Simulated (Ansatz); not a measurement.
Reaction (SMILES): CCl (CH3-Cl) → CH3Cl+ (doublet, bonded as CCl) + e-
B3LYP-D3(BJ)/def2-TZVP geometries, fixed; electronic energies without zero-point terms.

Core correlation in the adiabatic ionisation energy at CCSD(T) with Ansatz (a quantum-chemistry and plane-wave program), in eV: frozen core against 1s of Al to Cl frozen alone. Core-valence sets carry the plain set on hydrogen. Open shells are unrestricted.

```csv
basis,"functions, most",frozen core
cc-pV(D+d)Z,52,10.955
cc-pCVDZ,60,10.976
cc-pV(T+d)Z,111,11.219
cc-pCVTZ,144,11.219
cc-pwCVTZ,144,11.221
cc-pV(Q+d)Z,209,11.343
```

Question: How large is the core term in each set?

Answer: The largest core-valence set, cc-pwCVTZ, gives a core term of 0.007 eV; the valence set cc-pV(Q+d)Z, which lacks functions for the core, gives 0.001. By row: cc-pV(D+d)Z 0.003, cc-pCVDZ 0.002, cc-pV(T+d)Z -0.001, cc-pCVTZ 0.006, cc-pwCVTZ 0.007, cc-pV(Q+d)Z 0.001.
